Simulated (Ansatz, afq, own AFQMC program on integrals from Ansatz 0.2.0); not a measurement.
**Zn, triplet: AFQMC among the cluster methods**

A free Zn atom.

Basis def2-TZVP. Only valence electrons are correlated. AFQMC by an in-house program on the Cholesky factors that Ansatz 0.2.0 writes for its CCSD(T) run. The CISD trial takes its coefficients from CCSD amplitudes. Released means that phaseless walkers are propagated on without the constraint, phases kept. Error bars are statistical, one sigma. The metal's outer-core s and p shells are frozen, which shifts wave-function levels against functionals.

Determinant: UHF, the one that the program's search chose, which needn't be the lowest solution.

No full CI on the walks' own integrals is used here; CCSDT(Q) serves as the reference and is uncertain by about the last step of the cluster series.

Cautions: no relativity below Rb; outer-core shells of the metal frozen; another spin lies lower (by 3.69 eV).

The T1 diagnostic is 0.0125, the weight of the determinant in the CISD state is 0.951 and the ⟨S²⟩ of the determinant is 2.002. The size of the correlated space is 12 electrons in 39 orbitals.

| level | correlation energy (eV) |
| --- | --- |
| MP2 | -10.0914 |
| CCSD | -9.1850 |
| CCSD(T) | -9.3581 |

Q: Estimate where AFQMC with the constraint released lies against CCSD(T) on the same integrals.

A: 1.5 ± 0.4 kJ/mol above CCSD(T).

Reference: CCSDT(Q), correlation energy -9.349 eV. The released energy is read at 2.40 1/Eh (meV from the phaseless value at times in 1/Eh: -8 ± 3 at 0.24, -6 ± 3 at 0.51, -6 ± 3 at 0.99, -2 ± 5 at 1.62, -1 ± 5 at 2.40).

```json
{"level": "CCSD(T)", "E − E(reference) (kJ/mol)": "-0.8", "share of correlation (%)": "100.09"}
{"level": "CCSDT", "E − E(reference) (kJ/mol)": "0.0", "share of correlation (%)": "100.00"}
{"level": "ph-AFQMC/CISD", "E − E(reference) (kJ/mol)": "0.8 ± 0.3", "share of correlation (%)": "99.91"}
{"level": "released AFQMC", "E − E(reference) (kJ/mol)": "0.7 ± 0.4", "share of correlation (%)": "99.93"}
```

A walk keeps the symmetry of its determinant, which the program's search chose and which needn't be the lowest solution, so a lower state of the same spin and another symmetry isn't excluded. Released energies are given only where the last usable release times agree within the noise; a slower fall can still hide under it.
